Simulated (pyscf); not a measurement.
Optimised with ωB97X-D3(BJ)/def2-SVP in PySCF.

Question: F–SiH₂–NH–SiH₂• + H₂ → F–SiH₂–NH–SiH₃ + H•
Surface: doublet. Broken: H–H. Formed: H–Si. Give ΔE‡ and ΔE from ωB97M-D3(BJ)/def2-TZVP, relative to the separated reactants.

Answer: ΔE‡ = 16.1 kcal/mol, ΔE = +11.5 kcal/mol. Zero-point energy shifts the barrier by -1.0 kcal/mol. It is a hydrogen abstraction, with an imaginary mode of 922i cm⁻¹. One saddle was located; it need not be the lowest between these sides. The angle at the transferred H is 177°.
